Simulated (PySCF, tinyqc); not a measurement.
FCI on RHF in the sto-6g basis, frozen core, for LiH, spin multiplicity 1, step by step. The lowest restricted solution is unstable here: a spin-polarised one lies 0.0037 hartree lower (PySCF). One step of it, computed by the program tinyqc.

Task: FCI: determinants and Hamiltonian. Slater-Condon rules over spin orbitals, with the nuclear repulsion and the energy of the frozen orbital added and E(HF) subtracted on the diagonal. Only determinants linked to the reference directly or through others are kept (one block of an abelian symmetry group), so some states are absent.

one-electron integrals dressed by the frozen orbital, h + 2 (pq|11) - (p1|1q) (hartree), order 2, 3, 4, 5, 6:
$$\begin{pmatrix}
-0.685997 & 0.058699 & 0.000000 & 0.000000 & -0.109532 \\
0.058699 & -0.330896 & 0.000000 & 0.000000 & 0.070618 \\
0.000000 & 0.000000 & -0.306580 & 0.000000 & 0.000000 \\
0.000000 & 0.000000 & 0.000000 & -0.306580 & 0.000000 \\
-0.109532 & 0.070618 & 0.000000 & 0.000000 & -0.326755
\end{pmatrix}$$

energy of the frozen orbital, 2 h_11 + (11|11) = -7.70556764 hartree

Two-electron integrals over orbitals (pq|rs), unique and non-zero (hartree); the lowest 1 orbital is frozen and left out:
```
(22|22) 0.451450    (32|22) -0.058699   (32|32) 0.020961    (33|22) 0.211042
(33|32) 0.014740    (33|33) 0.329122    (42|42) 0.020650    (43|42) 0.020199
(43|43) 0.041687    (44|22) 0.242821    (44|32) 0.014241    (44|33) 0.280020
(44|44) 0.313125    (52|52) 0.020650    (53|52) 0.020199    (53|53) 0.041687
(54|54) 0.016875    (55|22) 0.242821    (55|32) 0.014241    (55|33) 0.280020
(55|44) 0.279374    (55|55) 0.313125    (62|22) 0.109532    (62|32) -0.044452
(62|33) -0.020088   (62|44) -0.038311   (62|55) -0.038311   (62|62) 0.132567
(63|22) -0.057535   (63|32) 0.016843    (63|33) 0.036748    (63|44) 0.008006
(63|55) 0.008006    (63|62) -0.038712   (63|63) 0.030555    (64|42) -0.018265
(64|43) -0.012035   (64|64) 0.019330    (65|52) -0.018265   (65|53) -0.012035
(65|65) 0.019330    (66|22) 0.421770    (66|32) -0.047447   (66|33) 0.238033
(66|44) 0.258458    (66|55) 0.258458    (66|62) 0.095561    (66|63) -0.045342
(66|66) 0.416274
```

nuclear repulsion = 0.72689177 hartree

Hartree-Fock energy = -7.89921969 hartree

Give: determinants; H - E(HF) between determinants.

Result:

Occupation strings over the orbitals (2 doubly, a alpha, b beta, 0 empty; spin orbitals ordered 1a 1b 2a 2b ...): 220000 2ab000 2a000b 2ba000 2b000a 202000 20a00b 200200 200020 20b00a 200002

H - E(HF) between determinants (hartree):
```
        220000  2ab000  2a000b  2ba000  2b000a  202000  20a00b  200200
220000   0.000   0.000   0.000   0.000   0.000   0.021  -0.044   0.021
2ab000   0.000   0.115   0.013  -0.021   0.044   0.073   0.017   0.020
2a000b   0.000   0.013   0.330   0.044  -0.133   0.017   0.011  -0.018
2ba000   0.000  -0.021   0.044   0.115   0.013  -0.073   0.130  -0.020
2b000a   0.000   0.044  -0.133   0.013   0.330  -0.017   0.039   0.018
202000   0.021   0.073   0.017  -0.073  -0.017   0.588   0.107   0.042
20a00b  -0.044   0.017   0.011   0.130   0.039   0.107   0.501  -0.012
200200   0.021   0.020  -0.018  -0.020   0.018   0.042  -0.012   0.621
200020   0.021   0.020  -0.018  -0.020   0.018   0.042  -0.012   0.017
20b00a   0.044   0.130   0.039   0.017   0.011  -0.107  -0.031   0.012
200002   0.133  -0.039  -0.014   0.039   0.014   0.031   0.025   0.019

        200020  20b00a  200002
220000   0.021   0.044   0.133
2ab000   0.020   0.130  -0.039
2a000b  -0.018   0.039  -0.014
2ba000  -0.020   0.017   0.039
2b000a   0.018   0.011   0.014
202000   0.042  -0.107   0.031
20a00b  -0.012  -0.031   0.025
200200   0.017   0.012   0.019
200020   0.621   0.012   0.019
20b00a   0.012   0.501  -0.025
200002   0.019  -0.025   0.683
```
